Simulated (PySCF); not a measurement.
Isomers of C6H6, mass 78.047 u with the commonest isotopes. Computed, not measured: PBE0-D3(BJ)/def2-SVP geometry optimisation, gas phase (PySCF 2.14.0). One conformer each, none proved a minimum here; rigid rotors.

Question: Order these by rotational constant B, largest first.
A. `C#C[C@H]1C=CC1`
B. `C1=CC2C=CC12` (bicyclo[2.2.0]hexa-2,5-diene)
C. `[CH:1]#[C:2][CH2:3][CH2:4][C:5]#[CH:6]` with C2–C3–C4–C5 180°
D. prismane (`C12C3C1C1C2C31`)
E. 2,4-hexadiyne, `CC#CC#CC`
F. `C=C1C=CC1=C` (3,4-dimethylenecyclobut-1-ene)
G. `C#CC#CCC` (1,3-hexadiyne)
H. `c1ccccc1`

Answer: H (5694 MHz), D (5440 MHz), B (4490 MHz), F (4262 MHz), A (2564 MHz), C (1451 MHz), G (1326 MHz), E (1107 MHz).

Question: Order these by out-of-plane moment Σ m c² = (Ia + Ib − Ic)/2, smallest first.
A. `C#C[C@H]1C=CC1`
B. bicyclo[2.2.0]hexa-2,5-diene, `C1=CC2C=CC12`
C. `[CH:1]#[C:2][CH2:3][CH2:4][C:5]#[CH:6]` with C2–C3–C4–C5 180° (1,5-hexadiyne)
D. 3,4-dimethylenecyclobut-1-ene (`C=C1C=CC1=C`)
E. prismane, `C12C3C1C1C2C31`

Answer: D (0.00 u·Å²), C (3.13 u·Å²), A (13.54 u·Å²), B (16.15 u·Å²), E (35.92 u·Å²).

Question: Order these by dipole moment, smallest first.
A. 3,4-dimethylenecyclobut-1-ene, `C=C1C=CC1=C`
B. `[CH:1]#[C:2][CH2:3][CH2:4][C:5]#[CH:6]` with C2–C3–C4–C5 180° (1,5-hexadiyne)
C. `C#CC#CCC` (1,3-hexadiyne)

Answer: B (0.00 D), A (0.62 D), C (1.32 D).

| SMILES | point group | Ia (u·Å²) | Ib (u·Å²) | Ic (u·Å²) | κ | μa (D) | μb (D) | μc (D) |
| --- | --- | --- | --- | --- | --- | --- | --- | --- |
| C=C1C=CC1=C | C2v | 90.43 | 118.58 | 209.01 | 0.16 | 0.00 | 0.62 | 0.00 |
| C#CCCC#C | C2h | 19.88 | 348.30 | 361.91 | -1.00 | 0.00 | 0.00 | 0.00 |
| c1ccccc1 | D6h | 88.73 | 88.75 | 177.49 | 1.00 | 0.00 | 0.00 | 0.00 |
| C#C[C@H]1C=CC1 | – | 50.47 | 197.07 | 220.47 | -0.93 | 0.69 | 0.14 | 0.12 |
| C12C3C1C1C2C31 | D3h | 71.84 | 92.90 | 92.91 | -1.00 | 0.00 | 0.00 | 0.00 |
| C1=CC2C=CC12 | C2v | 64.19 | 112.56 | 144.44 | -0.55 | 0.00 | 0.00 | 0.01 |
| C#CC#CCC | Cs | 23.10 | 381.10 | 397.89 | -0.99 | 1.32 | 0.06 | 0.00 |
| CC#CC#CC | D3d | 6.39 | 456.61 | 456.61 | -1.00 | 0.00 | 0.00 | 0.00 |
